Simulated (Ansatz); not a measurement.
# CaF3 (I4/mmm)

Level of theory: DFT r2SCAN, scalar-relativistic, plane waves, PAW in Ansatz.

Cutoff 500 eV; k points 16×16×16 on the computed 4-atom cell (Γ-centred); Gaussian smearing, width 0.10 eV; collinear spin from starting moments 0 0.2 0.2 0.71 μB.

The structure is relaxed at this level of theory with its symmetry kept. Whether it is the stable form of this composition wasn't checked.

It takes space group I4/mmm (No. 139, tetragonal). The conventional cell has a = 3.816 Å, b = 3.816 Å, c = 6.178 Å, α = 90.00°, β = 90.00°, γ = 90.00°. Ca (site symmetry 4/mmm) is surrounded by 12 F at 2.45 to 2.70 Å. Around F (site symmetry -4m2) lie 4 Ca at 2.45 Å and 8 F at 2.45 to 2.70 Å. F (site symmetry 4/mmm) is surrounded by 8 F at 2.45 Å and 4 Ca at 2.70 Å.

| Item | Value |
| --- | --- |
| Volume per atom | 11.24 Å³ |
| Formation energy from the elements' standard states (uncorrected) | -2.958 eV/atom |
| Generalised Kohn–Sham band gap | none (metal) |
| Density of states at the Fermi level | 0.18 states/eV per cell (so small that it hangs on the mesh: a semimetal, or crossings between mesh points) |
| Löwdin character within 0.5 eV of the Fermi level | F 2p 99 % |
| Bulk modulus | 88 GPa |
| Its pressure derivative | 4.7 |
| Bader charges (e) | Ca (1 in the cell) 1.73, F (2 in the cell) -0.70, F (1 in the cell) -0.32 |
| Total moment | 1.00 μB per cell |
| Site moments (μB; atoms counted from 1 over the whole cell) | F (atom 2) 0.19, F (atom 3) 0.19, F (atom 4) 0.65 |

The state reached may not be the lowest one.

Only this magnetic start was tried.